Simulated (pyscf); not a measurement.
GeH₂ [singlet] + NH₃ → H₂N–GeH: [singlet] + H₂ (four-centre exchange; singlet surface; Ge–H, H–N broken, Ge–N, H–H formed). Optimised with ωB97X-D3(BJ)/def2-SVP in PySCF. Energies in kJ/mol from the separated reactants.

```json
[
 {"level": "ωB97X-D3(BJ)/def2-TZVP", "barrier": "41.9", "reaction energy": "-69.3"},
 {"level": "PBE/def2-TZVP", "barrier": "___", "reaction energy": "-71.4"},
 {"level": "B3LYP-D3(BJ)/def2-TZVP", "barrier": "41.8", "reaction energy": "-69.1"},
 {"level": "PBE0-D3(BJ)/def2-TZVP", "barrier": "29.4", "reaction energy": "-65.3"},
 {"level": "M06-2X/def2-TZVP", "barrier": "40.3", "reaction energy": "-75.5"},
 {"level": "HF/def2-TZVP", "barrier": "___", "reaction energy": "___"}
]
```

Complete the blanks.


- PBE/def2-TZVP, barrier: 20.2
- HF/def2-TZVP, barrier: 118.8
- HF/def2-TZVP, reaction energy: -40.5

The functionals in the table span 21.7 kJ/mol in this barrier, from PBE to ωB97X-D3(BJ)/def2-TZVP. On the reactant side the descent ends in an adduct with a Ge–N contact, 114.8 kJ/mol under the separated species and 156.7 kJ/mol under the saddle at ωB97X-D3(BJ)/def2-TZVP. What is counted as formed (Ge–N) is already present as a longer contact in the reactant adduct; forming that adduct is a step of its own. At the saddle there is also a short Ge–H contact that neither side keeps. One saddle was located; it need not be the lowest between these sides. Elements up to Kr have no core potential and no relativistic terms here.
